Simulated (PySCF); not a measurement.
PySCF input (M06-2X/6-31G* (5d)):

```python
from pyscf import gto, dft

mol = gto.M(
    atom='''
    C     1.37760322    0.01843291    0.01132496
    C     0.10270912    0.44661529   -0.00225393
    H     2.05690146    0.90275969    0.01081884
    H    -0.21628020    1.51104003   -0.01231293
    C    -1.08779556   -0.49380738   -0.00560757
    H    -0.72120087   -1.52504187    0.00461626
    H    -1.74458285   -0.35197269    0.86878207
    H    -1.72993823   -0.36423013   -0.89268502
    ''',
    basis='6-31g*',
    charge=-1,
    spin=0,
    verbose=4,
)

mf = dft.RKS(mol, xc='m062x')
mf.grids.level = 4
mf.conv_tol = 1e-9
mf.max_cycle = 100
mf.max_memory = 1500
mf.kernel()
if not mf.converged:
    mf = mf.newton()
    mf.kernel(mf.make_rdm1())
mf.dip_moment()
```

From the last part of the output:

```
SCF conv_tol_grad = None
SCF max_cycles = 100
direct_scf = True
direct_scf_tol = 1e-13
XC library pyscf.dft.libxc version 7.1.2
    S. Lehtola, C. Steigemann, M. J. T. Oliveira, and M. A. L. Marques,  SoftwareX 7, 1–5 (2018)
XC functionals = m062x
    Y. Zhao and D. G. Truhlar,  Theor. Chem. Acc. 120, 215 (2008)
    Y. Zhao and D. G. Truhlar,  Theor. Chem. Acc. 120, 215 (2008)
radial grids:
    Treutler-Ahlrichs [JCP 102, 346 (1995); DOI:10.1063/1.469408] (M4) radial grids

becke partition: Becke, JCP 88, 2547 (1988); DOI:10.1063/1.454033
pruning grids: <function nwchem_prune>
grids dens level: 4
symmetrized grids: False
atomic radii adjust function: <function treutler_atomic_radii_adjust>
small_rho_cutoff = 0
Set gradient conv threshold to 3.16228e-05
Initial guess from minao.
tot grids = 164368
init E= -117.291905112157
  HOMO = -0.225913697377706  LUMO = -0.0144029632628939  gap/eV = 5.75550
cycle= 1 E= -117.057320591387  delta_E= 0.235  |g|= 0.514  |ddm|= 2.47
  HOMO = 0.165632560881081  LUMO = 0.350070063792133  gap/eV = 5.01880
cycle= 2 E= -117.075038504104  delta_E= -0.0177  |g|= 0.479  |ddm|= 1.96
  HOMO = 0.0375451635617869  LUMO = 0.344551300184306  gap/eV = 8.35406
cycle= 3 E= -117.142201302565  delta_E= -0.0672  |g|= 0.0578  |ddm|= 1.04
  HOMO = 0.0369153029837119  LUMO = 0.340418727022897  gap/eV = 8.25875
cycle= 4 E= -117.142854818657  delta_E= -0.000654  |g|= 0.0362  |ddm|= 0.0764
  HOMO = 0.0340233037540796  LUMO = 0.341811156343085  gap/eV = 8.37533
cycle= 5 E= -117.143195677704  delta_E= -0.000341  |g|= 0.00215  |ddm|= 0.0498
  HOMO = 0.0340364879023167  LUMO = 0.341828769077081  gap/eV = 8.37545
cycle= 6 E= -117.143198313818  delta_E= -2.64e-06  |g|= 0.00107  |ddm|= 0.00972
  HOMO = 0.034024916440285  LUMO = 0.341858075688099  gap/eV = 8.37657
cycle= 7 E= -117.143198684373  delta_E= -3.71e-07  |g|= 0.000383  |ddm|= 0.00317
  HOMO = 0.0339909179640405  LUMO = 0.341857112114982  gap/eV = 8.37747
cycle= 8 E= -117.143198735265  delta_E= -5.09e-08  |g|= 7.64e-05  |ddm|= 0.00118
  HOMO = 0.0339892215505566  LUMO = 0.341867295360917  gap/eV = 8.37779
cycle= 9 E= -117.143198737387  delta_E= -2.12e-09  |g|= 8.99e-06  |ddm|= 0.000258
  HOMO = 0.0339880965336361  LUMO = 0.341866286223457  gap/eV = 8.37779
cycle= 10 E= -117.143198737437  delta_E= -4.97e-11  |g|= 2.01e-06  |ddm|= 4.16e-05
  HOMO = 0.0339873333465026  LUMO = 0.341865758618553  gap/eV = 8.37780
Extra cycle  E= -117.143198737439  delta_E= -2.56e-12  |g|= 9.9e-07  |ddm|= 1.17e-05
converged SCF energy = -117.143198737439

WARN: System has nonzero charge -1; the dipole moment is origin-dependent.
Location of origin: [0. 0. 0.]

Dipole moment(X, Y, Z, Debye): -4.14563,  0.48606, -0.03784
```

The dipole moment of an ion depends on the origin.
